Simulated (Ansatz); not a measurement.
**PNH (quartet): from a generated start to a stationary point**

Aim: relax a generated start of PNH (quartet) and see which bonds hold.

Program: Ansatz 0.2.0, Gaussian basis. Level of theory: UKS PBE0/def2-TZVP. These are calculated values, not measurements.

## 1. The system as given

3 atoms, charge 0, spin multiplicity 4.

Atoms are counted from 1 here; the program's logs count them from 0.

Bond lengths: N1–P2 1.707 Å, N1–H3 1.013 Å. Angles: P2–N1–H3 118.7°.

As a file:

```xyz
3
charge 0, multiplicity 4
N    -1.13726   -0.06837   -0.00266
P     0.56834    0.00493    0.00124
H    -1.66124    0.79861   -0.00122
```

The start was built by rule and, where that kept it together, relaxed with GFN2-xTB. Sticks and bond lists go by distance. 

## 2. Relaxation

The input, in.yaml:

```yaml
crystal:
  periodic: [false, false, false]
  atoms:
    - {symbol: N, position_ang: [-1.137265, -0.068369, -0.002661]}
    - {symbol: P, position_ang: [0.568344, 0.004929, 0.001243]}
    - {symbol: H, position_ang: [-1.661236, 0.798612, -0.001216]}
basis:
  gaussian: {orbitals: def2-TZVP}
magnetization: {spin_polarized: true, initial_magnetization: 3}
hamiltonian: {xc: pbe0}
relax: {f_tol: 0.004, max_steps: 80}
```

Run with:

```bash
$ ansatz run in.yaml --threads 1 --pin off --events-out ev --progress --plain --max-ram 2176MiB
```

What does the calculation give? Wanted: energy gained; shift from the start; total energy; dipole moment; ⟨S²⟩.

As calculated:

```
                  quantity           value
                     steps               6
             energy gained        0.085 eV
shift from the start (rms)         0.050 Å
              total energy  -10786.4271 eV
             dipole moment          1.46 D
                      ⟨S²⟩           3.764
```

**Reading.** The bonds of the start are those of the end. N1–P2 went from 1.707 to 1.795 Å. No vibrations were run, so this is a stationary point, not a proven minimum, and this spin need not be the ground state's.
